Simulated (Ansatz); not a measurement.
Reaction (isomerisation): `CNCNC` → `CCNCN`

Calculated with Ansatz (gas phase, PBE0-D4/def2-TZVP geometries, no zero-point term in ΔE). CCSD(T)/CBS adds triple-zeta CCSD(T) − MP2 to the extrapolated MP2 energy (def2 sets, frozen cores). DFT in def2-TZVPP. B3LYP here is the variant with VWN-RPA as its local correlation; programs differ in this. One conformer a species, not always the lowest.

```json
{"level": "PBE0-D4", "ΔE (eV)": "-0.33"}
{"level": "B3LYP-D4", "ΔE (eV)": "-0.31"}
{"level": "ωB97X-V", "ΔE (eV)": "-0.32"}
{"level": "SCS-MP2/def2-TZVPP", "ΔE (eV)": "-0.34"}
```

What does CCSD(T)/CBS give? (An estimate is asked.)

The calculation gave: -0.36 eV. The listed levels differ from it by 0.03, 0.05, 0.04, 0.02 eV.

Largest T1 diagnostic among the species: 0.009.
